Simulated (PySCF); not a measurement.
Gas-phase reaction: 2 SiCl₂F₂ + SiH₃ + SiHF₂ → 4 SiHCl + 3 F₂

Method: PySCF energies (xtb for GFN2) plus ideal-gas RRHO corrections (1 bar). † marks an energy on the PBE0/def2-TZVP geometry and frequencies; other levels use their own. MP2 and CCSD(T) freeze the core. 6-31G* has spherical d functions here. Open shells (unrestricted): SiH₃ (multiplicity 2), SiHF₂ (multiplicity 2); the rest are closed-shell singlets. GFN2 has no spin-polarisation term. B3LYP is the form with VWN-RPA correlation. SiHF₂, SiHCl: computed as isolated molecules; such fragments, hydroxides, amides, oligomers or adducts are transient or little studied in the gas. MP2 isn't extrapolated to the basis-set limit; its ΔH°(298 K) is 2881.6 kJ in def2-SVP and 3027.0 kJ in def2-TZVPP. CCSD(T) isn't extrapolated to the basis-set limit; its ΔH°(298 K) is 2691.6 kJ in def2-SVP and 2852.6 kJ in def2-TZVPP. The harmonic model lacks anharmonicity and excited electronic states, which grow with temperature; levels with a mode under 35 cm⁻¹ are left out.

```
level                ΔE electronic, kJ  ΔH°(298 K), kJ  ΔS°(298 K), J/K  ΔG°(1800 K), kJ
-------------------  -----------------  --------------  ---------------  ---------------
B3LYP/6-31G*                      2719            2687              478             1860
CCSD(T)/def2-TZVPP†               2883            2853              476             2030
GFN2-xTB                          2284            2250              455             1467
HF/6-31G*                         2996            2965              483             2127
M06-2X/def2-TZVP†                 2965            2935              476             2112
MP2/def2-TZVPP†                   3057            3027              476             2204
PBE/def2-SVP                      2647            2616              472             1801
PBE0/def2-QZVP†                   2904            2873              476             2051
PBE0/def2-TZVP                    2885            2854              476             2032
ωB97M-V/def2-TZVP†                2862            2831              476             2009
ωB97X-V/def2-TZVP†                2906            2876              476             2053
```
ΔH° is lowest at GFN2-xTB and highest at MP2/def2-TZVPP†. No reference value is set beside these.
